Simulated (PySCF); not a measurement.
Basis-set dependence of excited states

Species: C₅H₈O.
SMILES: `CO[C@@H]1[C@@H]2C[C@@H]21`

TDDFT with PBE0 (PySCF), vertical singlets, core orbitals frozen in the response, spherical d and f functions. Isolated species at its PBE0-D3(BJ)/def2-SVP geometry (one conformer only).

| basis | functions | diffuse | S1 (eV) | S2 (eV) | S3 (eV) | S4 (eV) | S5 (eV) | LUMO (eV) | α (au) |
| --- | --- | --- | --- | --- | --- | --- | --- | --- | --- |
| 6-31G* | 100 | no | 8.45 | 8.64 | 9.01 | 9.07 | 9.19 | 2.78 | 51.1 |
| def2-SVP | 124 | no | 7.89 | 8.23 | 8.44 | 8.53 | 8.79 | 2.02 | 52.8 |
| def2-SVPD | 187 | yes | 7.04 | 7.35 | 7.56 | 7.66 | 7.81 | 0.88 | 60.4 |
| def2-TZVP | 234 | no | 7.50 | 7.79 | 8.03 | 8.17 | 8.24 | 1.52 | 59.4 |

Compare the sets with the largest diffuse one.

States are compared by their number. Against the only diffuse basis here (def2-SVPD, itself not a converged limit), sets without diffuse functions differ by up to 1.41 eV in S1 and 1.39 eV in S5. Every set without diffuse functions puts S1 more than 0.3 eV higher, so even the lowest state needs them here. State by state, the largest deviation of a set without diffuse functions is S1 1.41, S2 1.29, S3 1.46, S4 1.41, S5 1.39 eV. The same number needn't mean the same state in each row. Against def2-SVPD the polarisability deviates by -15% in 6-31G*, -13% in def2-SVP, -2% in def2-TZVP.
